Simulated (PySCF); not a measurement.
## Al₂⁺: frontier orbitals

PBEsol at R = 3.243 Å; Al 6-311G(d,p); no relativity (PySCF 2.14). State: ²Σg⁺ (doublet), unpaired electrons σ ↑. Only the outer orbitals are listed.

```json
{"spin": "α", "orbital": "σg", "occ.": "1", "ε (eV)": "-13.90", "main shells (%)": "94 s"}
{"spin": "α", "orbital": "σu", "occ.": "1", "ε (eV)": "-12.37", "main shells (%)": "98 s"}
{"spin": "α", "orbital": "σg", "occ.": "1", "ε (eV)": "-8.87", "main shells (%)": "93 p"}
{"spin": "α", "orbital": "πu", "occ.": "0", "ε (eV)": "-8.10", "main shells (%)": "100 p"}
{"spin": "α", "orbital": "πu", "occ.": "0", "ε (eV)": "-8.10", "main shells (%)": "100 p"}
{"spin": "α", "orbital": "πg", "occ.": "0", "ε (eV)": "-6.97", "main shells (%)": "100 p"}
{"spin": "β", "orbital": "σg", "occ.": "1", "ε (eV)": "-13.45", "main shells (%)": "94 s"}
{"spin": "β", "orbital": "σu", "occ.": "1", "ε (eV)": "-11.93", "main shells (%)": "101 s"}
{"spin": "β", "orbital": "πu", "occ.": "0", "ε (eV)": "-7.88", "main shells (%)": "100 p"}
{"spin": "β", "orbital": "πu", "occ.": "0", "ε (eV)": "-7.88", "main shells (%)": "100 p"}
{"spin": "β", "orbital": "σg", "occ.": "0", "ε (eV)": "-7.85", "main shells (%)": "93 p"}
```

Question: Which are the highest filled and the lowest empty level, where do they sit, and how wide is the gap?

Answer: Highest filled α σg at -8.87 eV (in %: 93 p); lowest empty α πu at -8.10 eV (in %: 100 p); the gap at PBEsol is 0.77 eV.

```
bond order (Mayer) : 0.54
⟨S²⟩               : 0.756
```

Shares are Mulliken populations and can fall outside 0 to 100 %.

The state is the lowest determinant that a PBE0 search found; another state may lie lower at other levels.
